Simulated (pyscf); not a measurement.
**Four-centre exchange: H₂B–NH₂ + methane (CH₄) → borane (BH₃) + methylamine (H₃C–NH₂)**

Gas phase, singlet surface, charge 0. Bonds broken: B1–N2, C7–H8. Bonds formed: B1–H8, N2–C7. Optimised with ωB97X-D3(BJ)/def2-SVP in PySCF. MP2 and CC: frozen core, UHF for open shells. ΔMP2 is the change of the MP2 total energy from the triple- to the quadruple-zeta basis.

Transition state (Å):

```xyz
11

B     -1.5687    -0.2712    -0.6233
N     -1.5500     0.1339     0.8891
H     -0.9153    -1.2883    -0.8032
H     -2.6433    -0.2451    -1.2206
H     -1.6281    -0.6187     1.5713
H     -2.1705     0.8976     1.1466
C      0.1810     0.9260     0.1345
H     -0.9140     0.7253    -1.1070
H      0.8168     0.8829    -0.7586
H      0.6584     0.3824     0.9542
H     -0.0928     1.9506     0.3985
```

One imaginary mode, 1212i cm⁻¹; descent along it reached the two sides named, in the forms told below.

```json
[
 {"bond": "B1–N2", "change": "breaks", "reactant side (Å)": "1.393", "saddle": "1.566", "product side": "1.645"},
 {"bond": "C7–H8", "change": "breaks", "reactant side (Å)": "1.099", "saddle": "1.667", "product side": "2.9"},
 {"bond": "B1–H8", "change": "forms", "reactant side (Å)": "3.1", "saddle": "1.287", "product side": "1.228"},
 {"bond": "N2–C7", "change": "forms", "reactant side (Å)": "3.8", "saddle": "2.048", "product side": "1.473"}
]
```

Electronic energies relative to the separated reactants (kcal/mol):

| level | barrier | reaction energy | reverse barrier |
|---|---|---|---|
| ωB97X-D3(BJ)/def2-TZVP | 106.6 | +57.3 | 49.4 |
| PBE/def2-TZVP | 96.9 | +60.1 | 36.8 |
| r²SCAN/def2-TZVP | 101.7 | +60.3 | 41.4 |
| B3LYP-D3(BJ)/def2-TZVP | 104.7 | +59.0 | 45.7 |
| PBE0-D3(BJ)/def2-TZVP | 101.9 | +58.9 | 43.0 |
| M06-2X/def2-TZVP | 106.9 | +58.2 | 48.6 |
| ωB97M-D3(BJ)/def2-TZVP | 105.6 | +58.9 | 46.7 |
| HF/def2-TZVP | 128.2 | +54.1 | 74.1 |
| MP2/def2-QZVPP | 109.9 | +58.9 | 51.0 |
| CCSD/def2-TZVPP | 111.8 | +57.2 | 54.6 |
| CCSD(T)/def2-TZVPP | 107.9 | +57.9 | 50.0 |
| CCSD(T)/def2-TZVPP + ΔMP2(QZVPP) | 107.9 | +57.9 | 50.0 |

With CCSD(T)/def2-TZVPP + ΔMP2(QZVPP) energies and thermal terms (ideal gas, 1 atm, RRHO with modes under 100 cm⁻¹ raised to 100, one conformer, R ln 2 for chiral ones without a mode under 150 cm⁻¹), in kcal/mol:

| T (K) | ΔH‡ | ΔG‡ | ΔH | ΔG |
|---|---|---|---|---|
| 298 | 106.8 | 116.0 | +56.6 | +55.6 |
| 600 | 107.1 | 125.2 | +56.6 | +54.5 |
| 900 | 107.8 | 134.2 | +56.7 | +53.5 |
| 1200 | 108.6 | 142.8 | +56.8 | +52.4 |

On the product side the descent ends in an adduct with a B–N contact, 37.8 kcal/mol under the separated species and 87.2 kcal/mol under the saddle at ωB97X-D3(BJ)/def2-TZVP. What is counted as broken (B–N) persists as a longer contact in the product adduct; parting that adduct is a step of its own. The same reactants have a lower exit, to H₂B–CH₃ + NH₃ (barrier +52.1 kcal/mol at ωB97M-D3(BJ)/def2-TZVP, against +105.6 kcal/mol here). One saddle was located; it need not be the lowest between these sides. The CCSD(T) − MP2 part came from Ansatz, without density fitting, on the same reference.
